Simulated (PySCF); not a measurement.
Bonding in `N#CCC=C=S`

Compound: C4H3NS.
SMILES with atom numbers: `[N:1]#[C:2][CH2:3][CH:4]=[C:5]=[S:6]` (hydrogens: H7, H8 on C3; H9 on C4)

Geometry (PBE0-D3(BJ)/def2-SVP, Å), atoms numbered from 1 in this order:
```xyz
9
C4H3NS angstrom
N     -2.8022   -0.9154    1.0033
C     -1.9505   -0.2982    0.5214
C     -0.8680    0.4640   -0.1002
C      0.3171   -0.4008   -0.4553
C      1.4986   -0.2839    0.1105
S      2.8972   -0.1298    0.7762
H     -0.5685    1.2688    0.5878
H     -1.2706    0.9539   -1.0027
H      0.1887   -1.1829   -1.2115
```

Bond orders from the PBE0/pcSseg-1 density (PySCF). The structure is a single PBE0-D3(BJ)/def2-SVP conformer in the gas phase; no vibrational or solvent corrections.

How far do the computed orders between heavy atoms stray from the drawn ones?

The largest departure is 0.268, at C4–C5 (drawn double, 1.732).

Give the Mayer order of every bond between heavy atoms, beside its length.

```csv
bond,drawn as,length (Å),Mayer order
N1–C2,triple,1.157,3.047
C2–C3,single,1.463,0.986
C3–C4,single,1.509,1.036
C4–C5,double,1.315,1.732
C5–S6,double,1.557,1.968
```

Bonds between the same two heavy elements. C–C: lowest C2–C3 (0.986, 1.463 Å), highest C4–C5 (1.732, 1.315 Å); in 1 of the 3 pairs the longer bond (by over 0.003 Å) has the higher order (by 0.02 or more).

And the bonds to hydrogen?

C–H: 0.90 to 0.93 (3 bonds).

Sum the orders of all bonds at each heavy atom with more than one neighbour and set the sums beside the valence in the SMILES.

C2 4.033 (drawn 4), C3 3.869 (drawn 4), C4 3.670 (drawn 4), C5 3.700 (drawn 4). Orders between atoms that aren't bonded are not in these sums.

The Mayer order sums products of elements of PS (density times overlap matrix) between the two atoms' basis functions, so it depends on the basis set.
